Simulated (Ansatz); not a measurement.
A made-up structure of B2NH6 (charge +1), closed shell:

```
9
angstrom
B -1.0201 0.6333 -0.5061
B 0.3116 0.1599 -0.5002
N 0.5590 -0.5539 0.6638
H -1.1831 1.7481 -0.0274
H -1.8401 -0.1124 -1.0269
H 1.2121 0.3194 -1.3909
H 1.3335 0.0014 1.0524
H 0.7964 -1.4754 0.2640
H -0.1693 -0.7204 1.4714
```

It is relaxed with PBE-D4/def2-SVP and then PBE0-D4/def2-TZVP (Ansatz 0.2.0). Atoms count as bonded within 1.22 times the sum of their covalent radii (H–H: 0.88 Å). The end point is not checked to be a true minimum.

Does its bonding change? (A judgement: the text doesn't fix the answer.)

Computed: No: no bond forms or breaks.

Where it ends: The first stage lowers the energy by 2.00 eV in 7 steps. It ends as B₂NH₆ ([BH2][BH][NH3]), total charge +1:
| atom | x (Å) | y (Å) | z (Å) |
| --- | --- | --- | --- |
| B1 | -1.2433 | 0.7872 | -0.6441 |
| B2 | 0.2678 | 0.1600 | -0.4751 |
| N3 | 0.7470 | -0.6672 | 0.7494 |
| H4 | -1.4982 | 1.8915 | -0.2643 |
| H5 | -2.1099 | 0.1690 | -1.1877 |
| H6 | 1.1375 | 0.2823 | -1.2794 |
| H7 | 1.5670 | -0.2201 | 1.1742 |
| H8 | 1.0768 | -1.5886 | 0.4410 |
| H9 | 0.0553 | -0.8142 | 1.4860 |

Labels in which every atom is bracketed show which atoms are joined, not bond orders.

For scale, one of the runs: PBE0-D4/def2-TZVP relaxation, 129 basis functions, launched by `ansatz run in.yaml --threads 2 --pin off --events-out ev --progress --plain --max-ram 4352MiB`. The run took about 10 s on 2 CPU threads of an Intel Xeon (shared host).
